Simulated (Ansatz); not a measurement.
Reaction (SMILES): N#N (N2) → 2 N atom
B3LYP-D3(BJ)/def2-TZVP geometries, fixed; electronic energies without zero-point terms.

Basis-set convergence of the atomisation energy at PBE0 with Ansatz (a program for electronic structure). Cartesian d functions, on some or all atoms, in 6-31+G*; all else is spherical. The program fits the integrals of some runs and decomposes those of others, by size. Open shells are unrestricted. No added dispersion term, no relativity. Functions are those of the species that has most. Reference: the value in aug-cc-pV5Z, 225.84 kcal/mol, itself unsure by roughly 0.05 kcal/mol (its mean distance from pcseg-4, aug-pcseg-3, aug-cc-pVQZ). Deviations are taken from unrounded values.

| basis | functions | atomisation energy (kcal/mol) | minus reference (kcal/mol) |
|---|---|---|---|
| 6-31G | 18 | 184.48 | -41.36 |
| pcseg-1 | 28 | 219.17 | -6.66 |
| 6-31+G* | 38 | 218.31 | -7.52 |
| def2-SVPD | 40 | 225.67 | -0.16 |
| cc-pVTZ | 60 | 224.82 | -1.02 |
| def2-TZVPP | 62 | 225.06 | -0.78 |
| jun-cc-pV(T+d)Z | 78 | 224.64 | -1.19 |
| pcseg-3 | 120 | 225.68 | -0.15 |
| def2-QZVPPD | 126 | 225.57 | -0.26 |
